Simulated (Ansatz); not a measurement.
Two isomers of C3H8N2: A = `C=C(N)NC`, B = `C/N=C\CN`.

Calculated with Ansatz (gas phase, PBE0-D4/def2-TZVP geometries, no zero-point term in ΔE). CCSD(T)/CBS is the MP2 limit (def2-TZVPP, def2-QZVPP) plus CCSD(T) − MP2 in def2-TZVPP, frozen cores. Functionals use def2-TZVPP. Each species was taken in one conformer, which may not be the lowest.

A:

Z-matrix (Å, degrees):
```
C
N 1 1.452
H 1 1.089 2 110.3
H 1 1.091 2 108.8 3 -118.2
H 1 1.099 2 113.1 3 120.8
C 2 1.392 1 118.8 3 -58.3
H 2 1.009 1 112.2 3 170.8
N 6 1.390 2 112.8 1 51.9
C 6 1.341 2 123.3 1 -128.1
H 8 1.007 6 113.3 2 174.5
H 8 1.011 6 113.4 2 45.6
H 9 1.082 6 121.2 2 -169.6
H 9 1.082 6 120.9 2 10.0
```

B:

```xyz
13

C     1.9257    0.7375    0.1984
N     1.0227    0.2804    1.2230
C    -0.1493   -0.0779    0.9270
C    -0.8136   -0.1317   -0.4263
N    -2.0962   -0.8035   -0.3144
H     1.5570    0.6686   -0.8320
H     2.1787    1.7824    0.4016
H     2.8594    0.1739    0.2752
H    -0.7983   -0.3903    1.7508
H    -0.1272   -0.5851   -1.1572
H    -0.9928    0.8946   -0.7681
H    -1.9671   -1.7820   -0.0870
H    -2.5990   -0.7670   -1.1911
```

Question: Which is lower in electronic energy at CCSD(T)/CBS, and by how much? (Best estimate.)

Answer: The calculation gave: A, by 32.8 kJ/mol.

Question: Give E(B) − E(A) in kJ/mol with PBE-D4, ωB97M-V, PBE0-D4, B2PLYP, r2SCAN-D4, HF/def2-TZVPP, CCSD/def2-TZVPP. (Best estimate.)

Answer: Ansatz gave: PBE-D4 40.6, ωB97M-V 38.2, PBE0-D4 42.3, B2PLYP 36.0, r2SCAN-D4 44.0, HF/def2-TZVPP 32.9, CCSD/def2-TZVPP 29.8. None reverses the order clearly.

Largest T1 diagnostic: 0.011.
